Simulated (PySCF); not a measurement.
One molecule, one basis, several functionals.

C3H3F3.
Geometry (PBE0-D3(BJ)/def2-SVP, Å), atoms numbered from 1 in this order:
```xyz
9
C3H3F3 angstrom
C     -1.342    0.105   -0.325
C     -0.266    0.356    0.413
C      1.074   -0.247    0.138
F      1.047   -1.117   -0.872
F      1.970    0.699   -0.168
F      1.538   -0.891    1.215
H     -2.304    0.568   -0.094
H     -1.295   -0.573   -1.181
H     -0.288    1.030    1.274
```

PySCF, pcSseg-2 basis, density fitting, gas phase, PBE0-D3(BJ)/def2-SVP geometry. One functional is left out:

```
functional  exact exchange (%)  HOMO energy (eV)  LUMO energy (eV)  dipole moment (D)
     B97-D                   0             -7.47             -1.81              2.239
      BLYP                   0             -7.40             -1.81              2.264
      BP86                   0             -7.63             -2.00              2.228
       LDA                   0             -7.78             -2.20              2.317
      OPBE                   0             -7.50             -1.79              2.155
       PBE                   0             -7.55             -1.93              2.224
     B3LYP                  20             -8.54             -1.16              2.404
     B97-2                  21             -8.49             -0.94              2.367
      PBE0                  25             -8.78             -0.90              2.388
 BHandHLYP                  50             -9.82              0.20              2.567
```

Predict the row of mPW1PW91 (25 % exact exchange) by straight lines through the other rows, and check it.

```
         property   line  computed  computed − line  PBE0 (25 %), for comparison
 HOMO energy (eV)  -8.71     -8.79            -0.08                        -8.78
 LUMO energy (eV)  -0.87     -0.91            -0.04                        -0.90
dipole moment (D)  2.404     2.393           -0.011                        2.388
```

Which of these properties follows the share of exact exchange most closely, and which least?

Most closely the HOMO energy, least the dipole moment; the correlations over the tabulated rows are HOMO energy -0.991, LUMO energy 0.985, dipole moment 0.938. The HOMO energy moves by -0.460 eV for every 10 %. Functionals with the same share still differ in their other parts: at 0 % BLYP and LDA differ by 0.38 eV in it.
